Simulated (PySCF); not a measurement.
Atom-mapped SMILES (the numbers label the heavy atoms): `[CH2:1]=[CH:2][C:3]([NH2:4])=[O:5]` (H(Xn): hydrogen on atom n). Ha(C1) is cis to C3; Ha(N4) is cis to the C=O or C=S heteroatom; Hb(C1) is trans to C3; Hb(N4) is trans to the C=O or C=S heteroatom.

GIAO shifts from PySCF 2.14 on PBE0-D3(BJ)/def2-TZVP geometries (one conformer, non-relativistic, equivalent nuclei averaged), against TMS at the same level and in the same medium; PCM means IEF-PCM chloroform.

Measured (solution, not stated per compound (mostly CDCl3 or CCl4); Pretsch, Buehlmann, Badertscher, Structure Determination of Organic Compounds, 4th ed. (2009)): H(C2) 6.48, Hb(C1) 5.71, Ha(C1) 6.17 ppm.

Problem. Which unscaled values do B97-2/pcSseg-2, gas; WP04/pcSseg-2, PCM; wB97X-D/pcSseg-2, PCM give, and how close are they?

Solution. 
| atoms | measured | B97-2/pcSseg-2, gas | WP04/pcSseg-2, PCM | wB97X-D/pcSseg-2, PCM |
| --- | --- | --- | --- | --- |
| H(C2) | 6.48 | 6.25 | 6.28 | 6.59 |
| Hb(C1) | 5.71 | 5.96 | 5.93 | 6.29 |
| Ha(C1) | 6.17 | 7.00 | 6.68 | 7.05 |

Mean absolute error for ¹H: B97-2/pcSseg-2, gas 0.44, WP04/pcSseg-2, PCM 0.31, wB97X-D/pcSseg-2, PCM 0.52 ppm.

Hydrogen bonding in solution deshields acid and N–H amide carbonyl carbons by as much as 10 ppm beyond these values.
